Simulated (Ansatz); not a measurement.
Reaction (SMILES): C=CCl → [CH]=CCl + H atom
B3LYP-D3(BJ)/def2-TZVP geometries, fixed; electronic energies without zero-point terms.
Largest species:
```
C
C 1 1.3205
H 1 1.0805 2 123.94
H 2 1.0811 1 122.25 3 180.00
H 2 1.0820 4 118.23 1 180.00
Cl 1 1.7376 3 112.62 2 180.00
```
Charge 0, spin multiplicity 1.

Basis-set convergence of the bond dissociation energy at MP2 with Ansatz (a first-principles code). Cartesian d functions, on some or all atoms, in 6-31G*, 6-31G**, 6-31+G*, 6-311G**; all else is spherical. Cores are frozen. An unrestricted Hartree-Fock determinant is markedly spin-contaminated. Open shells are unrestricted. No added dispersion term, no relativity. Functions are those of the species that has most. Reference: Hartree-Fock in aug-cc-pV(Q+d)Z plus the correlation part extrapolated as X^-3 from aug-cc-pV(T+d)Z and aug-cc-pV(Q+d)Z, 126.69 kcal/mol, itself unsure by roughly 0.29 kcal/mol (a third of the extrapolation step and of the last Hartree-Fock step).

```tsv
basis	functions	bond dissociation energy (kcal/mol)
6-31G*	55	116.84
pcseg-1	61	120.55
6-31G**	64	…
cc-pV(D+d)Z	66	120.11
6-31+G*	67	…
6-311G**	81	…
def2-TZVP	117	122.45
pcseg-2	136	…
cc-pV(T+d)Z	141	124.46
cc-pV(Q+d)Z	264	125.73
def2-QZVPP	274	125.72
pcseg-3	283	125.82
aug-cc-pV(Q+d)Z	387	125.88
```

Task: What belongs in the gaps?

Result: 
- 6-31G**, bond dissociation energy (kcal/mol): 122.11
- 6-31+G*, bond dissociation energy (kcal/mol): 116.48
- 6-311G**, bond dissociation energy (kcal/mol): 121.27
- pcseg-2, bond dissociation energy (kcal/mol): 124.51
